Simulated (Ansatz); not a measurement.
# CH4N (quartet): from Hartree-Fock to the top rungs at distance C1–H5 along a hydrogen transfer = 1.298 Å, cc-pVDZ

An exercise on one series of results from a longer session: the logs are not shown, and one member is left open.

The runs use Ansatz 0.2.0, Gaussian basis; cc-pVDZ, core rule «outside noble gas», up to 2 orbitals frozen.

Plan: UHF; CCSD(T) on ROHF; CCSD(T) on UHF; BCCD(T) on ROHF; CISD; CCSDT(Q) on ROHF; CCSDT(Q) on UHF; CASSCF and MRCISD+Q, 5 electrons in 5 orbitals; CASSCF and NEVPT2, 5 electrons in 5 orbitals.

7 further runs of the same task are left out: 1 for a mislabelled method, 5 that didn't finish, 1 set aside as unsound or not needed.

### The geometry

The geometry derives from fragments relaxed apart (PBE0/def2-TZVP) and kept rigid, so it is no stationary point. A hydrogen atom is moved between rigid fragments.

6 atoms, charge 0, spin multiplicity 4.

Atoms are counted from 1 here; the program's logs count them from 0.

Bond lengths: C1–H2 1.090 Å, C1–H3 1.090 Å, C1–H4 1.090 Å, C1–H5 1.298 Å, H5–N6 1.123 Å. Angles: H2–C1–H3 109.5°, H2–C1–H4 109.5°, H2–C1–H5 109.5°, H3–C1–H4 109.5°, H3–C1–H5 109.5°, H4–C1–H5 109.5°, C1–H5–N6 180.0°.

The first run:

in.yaml reads:

```yaml
crystal:
  periodic: [false, false, false]
  atoms:
    - {symbol: C, position_ang: [-1.135481, 0.000000, 0.000000]}
    - {symbol: H, position_ang: [-1.498687, 1.027301, 0.000000]}
    - {symbol: H, position_ang: [-1.498687, -0.513650, 0.889668]}
    - {symbol: H, position_ang: [-1.498687, -0.513650, -0.889669]}
    - {symbol: H, position_ang: [0.162519, 0.000000, 0.000000]}
    - {symbol: N, position_ang: [1.285519, 0.000000, 0.000000]}
basis:
  gaussian: {orbitals: cc-pVDZ}
magnetization: {spin_polarized: true, initial_magnetization: 3}
hamiltonian: {xc: hf}
output: {orbitals: {seedname: orbitals}}
```

The run is started by

```
> ansatz run in.yaml --threads 1 --pin off --events-out ev --progress --plain --max-ram 2393MiB
```

Among the steps run: UHF; CCSD(T) on ROHF; CCSD(T) on UHF; BCCD(T) on ROHF; CISD; CCSDT(Q) on ROHF; CCSDT(Q) on UHF; CASSCF and MRCISD+Q, 5 electrons in 5 orbitals; CASSCF and NEVPT2, 5 electrons in 5 orbitals.

One table of the session follows, with a row left open; its other results are not shown here.

```
   method  from UCCSDT(Q) (meV)
     ROHF               +8492.0
      UHF               +8071.4
     RMP2               +1205.2
     UMP2               +1306.0
     CISD                +805.7
    RCCSD                +210.4
    UCCSD                +200.2
 RCCSD(T)                 +31.6
 UCCSD(T)                     ?
  BCCD(T)                 +32.0
   RCCSDT                 +11.3
   UCCSDT                  +8.9
RCCSDT(Q)                  +1.8
UCCSDT(Q)                     0
```

Q: Estimate the row for UCCSD(T) from the others.

The run gave: from UCCSDT(Q) (meV): +31.2. In the column «from UCCSDT(Q) (meV)» it lies between RCCSDT (+11.3) and RCCSD(T) (+31.6).

Left out of the table: CASSCF pair, NEVPT2 pair, MRCISD pair, MRCISD+Q pair (the active space lost an orbital or holds another state than full CI finds).

Limits of these values: Restricted and unrestricted rows rest on different reference determinants; where their highest levels disagree by more than a few hundredths of an eV, they describe different states and don't form one ladder. Warnings in the runs' records: passed over end.
